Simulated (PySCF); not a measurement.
## Spin-rotation constants: `[CH3-]`, [CH$_{3}$]-, charge -1

Cartesian coordinates in Å; atom numbers follow the order of the lines, from 1:
```xyz
4

C    -0.011    0.019    0.395
H     0.955    0.318   -0.122
H    -0.189   -0.986   -0.102
H    -0.745    0.654   -0.194
```

Total charge -1.

Level of theory: GIAO B97-2/aug-pcSseg-2 magnetisability, rotational g tensor and spin-rotation constants, non-relativistic, gas phase in PySCF 2.14.0. Geometry: PBE0-D3(BJ)/def2-SVP.

For an ion the centre-of-mass motion in the field is neglected. The highest occupied orbital is unbound at this level, so the values depend on the basis.

(1) Give the nuclear spin-rotation constants along the inertial axes (H = +C I·J) beside the isotropic shieldings.

Results:

(1) Rotational constants 228.9608, 228.9594, 166.6163 GHz. A star marks the isotopologue with that one atom substituted, in its own axes.
```tsv
atom	isotope	Caa (kHz)	Cbb (kHz)	Ccc (kHz)	mean (kHz)	σ (ppm)
H2	1H	-10.907	-10.907	-12.147	-11.320	33.8
H3	1H	-10.908	-10.907	-12.147	-11.321	33.8
H4	1H	-10.908	-10.908	-12.147	-11.321	33.8
C1	13C*	6.351	6.351	19.042	10.581	230.2
```
Where two moments of inertia are equal or nearly so, the constants along those axes are given as their average.
For the geometry as given, no vibrational averaging.
